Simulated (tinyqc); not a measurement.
Worked calculation: Pariser-Parr-Pople SCF with singles CI, for the molecule ClC1=CC=C1 (SMILES; centres numbered as the heavy atoms are written). One step of it, computed by the program tinyqc.

Task: Iteration 2: orbitals and new P. Diagonalise F (the basis is taken as orthonormal) and form P = 2 sum c c over the lowest orbitals.

F (eV):
```
            1Cl         2C         3C         4C         5C
1Cl  -11.421138  -1.778560   0.154373  -0.144155   0.154373
2C    -1.778560  -7.428287  -3.872954   1.404278  -3.872954
3C     0.154373  -3.872954  -3.856706  -4.599004  -1.528674
4C    -0.144155   1.404278  -4.599004  -7.202267  -4.599004
5C     0.154373  -3.872954  -1.528674  -4.599004  -3.856706
```

pi electrons, sum of z_r less the charge = 6

Give: orbital energies; P after iteration 2.

Result:

orbital energies (eV): -14.362  -11.796  -8.214  -2.328  2.935

P after iteration 2:
```
        1Cl      2C      3C      4C      5C
1Cl   1.989   0.067  -0.074   0.076  -0.074
2C    0.067   1.576   0.465  -0.481   0.465
3C   -0.074   0.465   0.491   0.528   0.491
4C    0.076  -0.481   0.528   1.454   0.528
5C   -0.074   0.465   0.491   0.528   0.491
```
